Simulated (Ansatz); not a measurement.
A calculation with Ansatz (development build ahead of 0.2.0).

```yaml
crystal:
  periodic: [false, false, false]
  atoms:
    - { symbol: O, position_ang: [0.0, 0.0, 0.0] }
    - { symbol: O, position_ang: [0.0, 0.0, 2.42] }
basis:
  gaussian: { orbitals: pcseg-2 }
magnetization:
  spin_polarized: true
hamiltonian:
  xc: hf
```

The input is written out in the form of the current development build from the run's settings.

The run gave:

| Property | Result |
| --- | --- |
| Converged | yes |
| Total energy | -149.62045 hartree |
| Spin squared of the determinant | 1.999 |
| Stability test | minimum |

Caution: another spin multiplicity may lie lower; the unrestricted determinant is a mixture of spin states.
